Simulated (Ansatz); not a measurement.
Relaxation of C$_{4}$H$_{5}$N (10 atoms, charge 0, multiplicity 1), to a largest force component of 0.02 eV/Å in at most 40 steps.

Theory: RHF/def2-SVP in Ansatz 0.2.0.

```xyz
10
Properties=species:S:1:pos:R:3:forces:R:3
C -1.263 -1.111 0.293 -2.99 3.49 -1.55
C -0.336 -0.067 0.796 -0.36 -0.22 2.16
C 0.614 0.448 0.092 1.52 0.33 -0.54
C 1.625 0.928 -0.533 -8.78 -4.85 6.30
N 2.433 1.371 -1.168 7.89 5.96 -5.73
H -2.329 -0.659 0.373 1.49 -1.16 0.03
H -1.105 -1.307 -0.767 0.20 -0.15 0.16
H -1.205 -1.972 0.857 0.05 -2.09 1.39
H -0.441 0.258 1.875 0.04 -0.84 -1.04
H 2.089 2.059 -1.814 0.93 -0.47 -1.18
```

Problem. Where does it end, and by what steps?

Solution. The forces met the threshold. After 15 steps the energy has fallen by 2.054 eV; H10 moved furthest, 0.62 Å. The start is strongly strained (largest force component 9 eV/Å).

```csv
step,energy less start (eV),largest force component (eV/Å),accepted
0,0.0000,8.777,yes
1,-1.2892,2.409,yes
2,-1.6971,2.326,yes
3,-1.9552,1.238,yes
4,-1.9247,1.309,no
5,-2.0310,0.216,yes
6,-2.0233,0.573,no
7,-2.0454,0.127,yes
8,-2.0503,0.084,yes
9,-2.0530,0.081,yes
10,-2.0532,0.073,yes
11,-1.9726,0.611,no
12,-2.0535,0.128,yes
13,-2.0528,0.126,no
14,-2.0543,0.043,yes
15,-2.0545,0.004,yes
```

```xyz
10
Properties=species:S:1:pos:R:3
C -1.323 -1.073 0.282
C -0.319 -0.111 0.847
C 0.599 0.527 0.166
C 1.485 1.140 -0.511
N 2.365 1.768 -1.080
H -2.337 -0.721 0.485
H -1.200 -1.194 -0.793
H -1.218 -2.049 0.762
H -0.375 0.060 1.921
H 2.407 1.602 -2.075
```

The run took 29 s on 1 thread of Arm Neoverse V1, with other jobs on the host, peak memory 0.16 GiB.
